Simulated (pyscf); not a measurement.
Structures and frequencies: ωB97X-D3(BJ)/def2-SVP in PySCF.

Q: For HO–Ti(Cl)(Cl)–Cl + silanol (HO–SiH₃) -> HO–SiH₂–O–Ti(Cl)(Cl)–Cl + hydrogen (H₂), a four-centre exchange (singlet surface; H–O, H–Si broken, O–Si, H–H formed), PBE/def2-TZVP gives ΔE‡ = 24.9 kcal/mol and ΔE = -24.8 kcal/mol (zero: the separated reactants). In which direction and how far do r²SCAN/def2-TZVP, M06-2X/def2-TZVP, ωB97M-D3(BJ)/def2-TZVP move these?

A: r²SCAN: ΔE‡ = 25.8 kcal/mol, ΔE = -28.6 kcal/mol; M06-2X: ΔE‡ = 28.2 kcal/mol, ΔE = -30.7 kcal/mol; ωB97M-D3(BJ): ΔE‡ = 28.2 kcal/mol, ΔE = -27.8 kcal/mol. PBE's barrier lies under all of them, by 0.9 to 3.3 kcal/mol. Its reaction energy lies over all of them, by 3.0 to 5.9 kcal/mol. One saddle was located; it need not be the lowest between these sides.
